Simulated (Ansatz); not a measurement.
## Ansatz (development build ahead of 0.2.0) run

```yaml
crystal:
  periodic: [false, false, false]
  atoms:
    - { symbol: O, position_ang: [0.00856, 1.12734, 0.04198] }
    - { symbol: C, position_ang: [0.04513, 0.01818, 0.00435] }
    - { symbol: O, position_ang: [-0.02212, -1.14247, 0.00804] }
basis:
  gaussian: { orbitals: def2-SVP }
total_charge: 1
magnetization:
  spin_polarized: true
  initial_magnetization: 1
hamiltonian:
  xc: hf
output:
  forces: true
```

The input is written out in the form of the current development build from the run's settings.

The run gave:

```
Converged                       : yes
Total energy                    : -187.02219 hartree
Spin squared of the determinant : 0.911
Stability test                  : minimum
```

Forces (eV/Å):
| atom | Fx | Fy | Fz |
| --- | --- | --- | --- |
| O1 | 0.092 | 3.505 | 0.034 |
| C2 | -0.171 | -1.455 | 0.040 |
| O3 | 0.079 | -2.050 | -0.074 |

Caution: the unrestricted determinant is spin contaminated.
